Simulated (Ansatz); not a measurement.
Born–Oppenheimer molecular dynamics of BH3O2 (6 atoms, charge 0, multiplicity 1). It starts from a relaxed structure.

Method: RKS LDA/cc-pVDZ in Ansatz 0.2.0.

* ensemble: NVE (velocity Verlet)
* time step: 0.25 fs
* steps asked: 166
* starting velocities drawn for: 500 K
* seed: 424461

Frames 1.25 fs apart, positions in Å, forces in eV/Å.

Velocities at 12.5 fs (Å/ps):

```
B 1.18 -0.46 6.70
O 1.06 0.20 -3.85
H -35.60 8.46 2.81
O 0.61 -0.27 -0.43
H -0.79 1.21 -14.46
H -2.85 -3.61 7.60
```

```xyz
6
Properties=species:S:1:pos:R:3:forces:R:3 time_fs=12.5 energy_less_start_eV=0.133 T=242
B -0.079 -0.134 -0.078 0.49 0.44 0.20
O 0.044 -0.332 1.294 1.23 -0.33 -1.93
H -0.752 -0.173 1.797 -0.94 0.20 0.32
O 0.977 -0.274 -0.962 -0.19 -0.84 1.47
H 1.723 -0.773 -0.524 -0.43 0.58 -0.28
H -1.082 0.286 -0.634 -0.15 -0.05 0.22
6
Properties=species:S:1:pos:R:3:forces:R:3 time_fs=13.8 energy_less_start_eV=0.121 T=267
B -0.077 -0.135 -0.070 0.45 0.48 -0.36
O 0.046 -0.332 1.288 -0.59 -0.01 -0.29
H -0.799 -0.162 1.800 0.94 -0.18 -0.81
O 0.977 -0.275 -0.961 -0.72 -0.50 1.25
H 1.720 -0.768 -0.544 0.02 0.27 0.00
H -1.087 0.281 -0.623 -0.09 -0.06 0.21
6
Properties=species:S:1:pos:R:3:forces:R:3 time_fs=15.0 energy_less_start_eV=0.167 T=179
B -0.075 -0.134 -0.062 0.39 0.51 -0.90
O 0.047 -0.332 1.283 -1.49 0.12 0.73
H -0.833 -0.153 1.791 1.90 -0.38 -1.28
O 0.977 -0.276 -0.960 -1.33 -0.09 0.94
H 1.717 -0.759 -0.564 0.58 -0.11 0.32
H -1.093 0.276 -0.608 -0.04 -0.05 0.19
6
Properties=species:S:1:pos:R:3:forces:R:3 time_fs=16.2 energy_less_start_eV=0.155 T=201
B -0.072 -0.133 -0.055 0.37 0.49 -1.35
O 0.047 -0.332 1.278 -1.39 0.07 1.07
H -0.839 -0.150 1.765 1.81 -0.38 -1.09
O 0.976 -0.277 -0.958 -1.58 0.11 0.76
H 1.722 -0.751 -0.578 0.79 -0.26 0.47
H -1.099 0.269 -0.591 0.00 -0.04 0.14
6
Properties=species:S:1:pos:R:3:forces:R:3 time_fs=17.5 energy_less_start_eV=0.094 T=318
B -0.068 -0.131 -0.051 0.37 0.44 -1.65
O 0.045 -0.332 1.273 -0.27 -0.18 0.76
H -0.820 -0.152 1.722 0.66 -0.15 -0.30
O 0.973 -0.279 -0.955 -1.20 -0.04 0.78
H 1.739 -0.747 -0.587 0.42 -0.05 0.34
H -1.106 0.262 -0.572 0.02 -0.01 0.08
6
Properties=species:S:1:pos:R:3:forces:R:3 time_fs=18.8 energy_less_start_eV=0.111 T=287
B -0.064 -0.129 -0.048 0.37 0.35 -1.76
O 0.044 -0.332 1.270 1.70 -0.59 -0.03
H -0.792 -0.156 1.676 -1.37 0.26 0.86
O 0.969 -0.280 -0.951 -0.47 -0.35 0.84
H 1.761 -0.743 -0.590 -0.25 0.30 0.10
H -1.112 0.255 -0.551 0.02 0.03 -0.01
6
Properties=species:S:1:pos:R:3:forces:R:3 time_fs=20.0 energy_less_start_eV=0.166 T=180
B -0.060 -0.126 -0.048 0.26 0.27 -1.69
O 0.044 -0.332 1.266 2.82 -0.83 -0.35
H -0.784 -0.157 1.642 -2.53 0.49 1.47
O 0.965 -0.281 -0.947 0.17 -0.54 0.73
H 1.780 -0.735 -0.592 -0.73 0.53 -0.05
H -1.118 0.248 -0.531 0.01 0.07 -0.11
6
Properties=species:S:1:pos:R:3:forces:R:3 time_fs=21.2 energy_less_start_eV=0.119 T=270
B -0.055 -0.123 -0.050 -0.01 0.23 -1.44
O 0.046 -0.333 1.262 1.54 -0.55 0.41
H -0.810 -0.151 1.628 -1.23 0.21 0.88
O 0.961 -0.283 -0.942 0.47 -0.50 0.40
H 1.788 -0.719 -0.594 -0.78 0.51 -0.03
H -1.124 0.242 -0.513 0.01 0.10 -0.22
6
Properties=species:S:1:pos:R:3:forces:R:3 time_fs=22.5 energy_less_start_eV=0.104 T=299
B -0.050 -0.119 -0.055 -0.42 0.20 -1.03
O 0.050 -0.335 1.259 -0.49 -0.10 1.34
H -0.854 -0.142 1.627 0.86 -0.23 -0.02
O 0.957 -0.286 -0.936 0.37 -0.25 -0.13
H 1.786 -0.696 -0.597 -0.35 0.25 0.16
H -1.130 0.238 -0.497 0.03 0.13 -0.32
6
Properties=species:S:1:pos:R:3:forces:R:3 time_fs=23.8 energy_less_start_eV=0.163 T=186
B -0.046 -0.115 -0.060 -0.86 0.18 -0.50
O 0.053 -0.337 1.257 -1.63 0.19 1.71
H -0.886 -0.136 1.627 2.04 -0.47 -0.50
O 0.953 -0.289 -0.931 0.06 0.06 -0.75
H 1.778 -0.669 -0.597 0.34 -0.10 0.43
H -1.135 0.235 -0.487 0.06 0.14 -0.38
6
Properties=species:S:1:pos:R:3:forces:R:3 time_fs=25.0 energy_less_start_eV=0.182 T=150
B -0.043 -0.111 -0.067 -1.24 0.14 0.08
O 0.055 -0.338 1.256 -1.73 0.27 1.49
H -0.889 -0.137 1.619 2.11 -0.49 -0.50
O 0.950 -0.291 -0.926 -0.01 0.23 -1.25
H 1.775 -0.644 -0.590 0.76 -0.30 0.59
H -1.139 0.235 -0.482 0.10 0.14 -0.41
6
Properties=species:S:1:pos:R:3:forces:R:3 time_fs=26.2 energy_less_start_eV=0.132 T=245
B -0.041 -0.107 -0.073 -1.48 0.08 0.64
O 0.055 -0.340 1.257 -0.76 0.15 0.75
H -0.862 -0.145 1.605 1.07 -0.26 -0.04
O 0.947 -0.294 -0.923 0.53 0.11 -1.45
H 1.783 -0.623 -0.576 0.51 -0.20 0.49
H -1.142 0.237 -0.483 0.13 0.14 -0.40
```

Of the whole run (42 fs, mean temperature of the second half 265 K): The conserved energy stayed within 0.12 meV per atom of its start (net change 0.078 meV per atom), so the integration is sound. A run of 0.042 ps of so small a system gives no equilibrium averages.

The run took 91 s on 1 thread of Arm Neoverse V2 (shared host), peak memory 0.091 GiB.
